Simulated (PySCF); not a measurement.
H7NSi2.
Structure used (PBE0-D3(BJ)/def2-SVP), in Å, numbered top down from 1:
```
atom  x, y, z in Å
N1     1.6517    0.6870    0.3256
Si2    0.5902   -0.6518    0.0172
Si3   -1.5849    0.0557    0.5321
H4     2.6542    0.5353    0.3533
H5     1.4407    1.5936   -0.0764
H6     0.5885   -1.1972   -1.3863
H7     1.0125   -1.7773    0.9076
H8    -2.6021   -0.9571    0.1095
H9    -1.8736    1.3353   -0.1930
H10   -1.7348    0.3088    1.9986
```

Level of theory: core-valence-separated Tamm–Dancoff BHandHLYP/aug-pcX-1 (pcseg-1 on H, def2-SVPD on Si) in PySCF, non-relativistic, gas phase, PBE0-D3(BJ)/def2-SVP geometry. No empirical shift is added; at this level the pattern usually sits a few eV under experiment.

The lowest roots of each edge with f over 0.003 (five at most, numbered afresh; weaker and dark ones are left out), with transition dipoles (au) in the frame of the coordinates:

```json
{"root": "1", "edge": "N", "E (eV)": "398.81", "μx": "0.0097", "μy": "0.0041", "μz": "-0.0185"}
{"root": "2", "edge": "N", "E (eV)": "400.04", "μx": "-0.0330", "μy": "0.0468", "μz": "-0.0117"}
{"root": "3", "edge": "N", "E (eV)": "400.23", "μx": "-0.0450", "μy": "-0.0320", "μz": "-0.0165"}
{"root": "4", "edge": "N", "E (eV)": "400.84", "μx": "-0.0165", "μy": "-0.0042", "μz": "0.0361"}
{"root": "5", "edge": "N", "E (eV)": "401.01", "μx": "-0.0033", "μy": "0.0012", "μz": "0.0183"}
```

**Question.** What are the oscillator strengths?

**Answer.** f = (2/3) ΔE |μ|², with ΔE in hartree (27.2114 eV):

| root | ΔE (Eh) | \|μ\|² (au) | f | core hole on |
| --- | --- | --- | --- | --- |
| 1 | 14.6562 | 0.000451 | 0.004 | N1 |
| 2 | 14.7012 | 0.003418 | 0.033 | N1 |
| 3 | 14.7080 | 0.003324 | 0.033 | N1 |
| 4 | 14.7305 | 0.001596 | 0.016 | N1 |
| 5 | 14.7367 | 0.000345 | 0.003 | N1 |

**Question.** Molecules are fixed in this frame and the field points along (0, 1, 1)/√2. What effective strengths 3 f cos²θ do the roots have (θ between field and μ)?

**Answer.** root 1 (N1): 0.003, root 2 (N1): 0.018, root 3 (N1): 0.035, root 4 (N1): 0.015, root 5 (N1): 0.006. Root 3 is the strongest. Averaged over all orientations cos²θ is 1/3, which gives f back.

One conformer stands for the species.
